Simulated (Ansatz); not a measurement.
The same path of H2 + H6Si2 (10 atoms, charge 0, multiplicity 1) was run twice with different band settings. Lost on the way: Si1–Si2, H6–H7. Made: Si1–H7, Si2–H6.

Method: Ansatz, RKS PBE0-D4/def2-SVPD.

Relaxed end points:

```xyz
10
Properties=species:S:1:pos:R:3
Si -1.104 -0.772 -0.208
Si -0.085 1.341 -0.217
H -0.128 -1.832 -0.604
H -1.628 -1.088 1.155
H -2.244 -0.791 -1.175
H 2.462 -0.835 1.063
H 2.318 -1.455 0.646
H 0.915 1.452 0.888
H 0.612 1.575 -1.518
H -1.118 2.406 -0.030
```

```xyz
10
Properties=species:S:1:pos:R:3
Si -0.595 -1.876 -0.139
Si 0.594 1.877 0.139
H -1.403 -3.038 -0.609
H -1.087 -1.434 1.198
H -0.731 -0.755 -1.115
H 1.156 0.663 0.802
H 0.838 -2.276 -0.038
H 1.250 3.093 0.704
H 0.853 1.806 -1.328
H -0.876 1.941 0.386
```

Common settings: movable images 7; climbing image yes; spring 5.0 eV/Å²; optimiser quadratic models (default); force threshold 0.05 eV/Å; iteration limit 60; end points relaxed.

| run | start path |
| --- | --- |
| 1 | through a guess of the saddle point |
| 2 | straight line |

(1) What does each run give, and how far can it be trusted?

Results:

(1) Run 1: converged after 31 iterations, highest image 2.888 eV above the first end. A structure lower than the first end lies on the path between it and the top, so the climb from that side starts below the end, which may itself be a saddle point or a shallow side well. Neighbouring images differ by up to 2.3 eV, so the band resolves the path poorly. A vibrational analysis at the climbing image gives one clearly imaginary mode, 1620i cm⁻¹: a first-order saddle point.
Run 2: converged after 33 iterations, highest image 2.887 eV above the first end. A structure lower than the first end lies on the path between it and the top, so the climb from that side starts below the end, which may itself be a saddle point or a shallow side well. Neighbouring images differ by up to 2.6 eV, so the band resolves the path poorly. Another band between the same ends (7 images) ends at a top of the same energy, where a vibrational analysis finds 1 clearly imaginary mode.
The orbitals stay closed-shell, which can raise the energy where a bond breaks towards radicals; this wasn't checked here.
